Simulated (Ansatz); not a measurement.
Two shapes of singlet NH₄(+).

Shape 1:

```xyz
5

N     0.0328   -0.0172   -0.0336
H     0.5523    0.5992    0.6209
H     0.5778   -0.6318   -0.6233
H    -0.5615    0.5805   -0.5596
H    -0.5874   -0.5594    0.6294
```

Shape 2:

```xyz
5

N    -0.0024   -0.0086    0.0046
H     0.6023    0.6004    0.5964
H     0.5894   -0.5858   -0.5948
H    -0.6033    0.5981   -0.5974
H    -0.5932   -0.5847    0.5927
```

Basis set: STO-3G (spherical functions). Correlated methods keep 1 orbital frozen. Charge 1, multiplicity 1.

Computed with Ansatz (development build ahead of 0.2.0); each method stands on the lowest determinant of its kind that the runs found.

Task: Which shape is lower in energy, and by how much in each method?

Result:

| method | E(2) − E(1) (eV) |
| --- | --- |
| RHF | -0.176 |
| RHF-MP2 | -0.186 |

Shape 2 is lower.
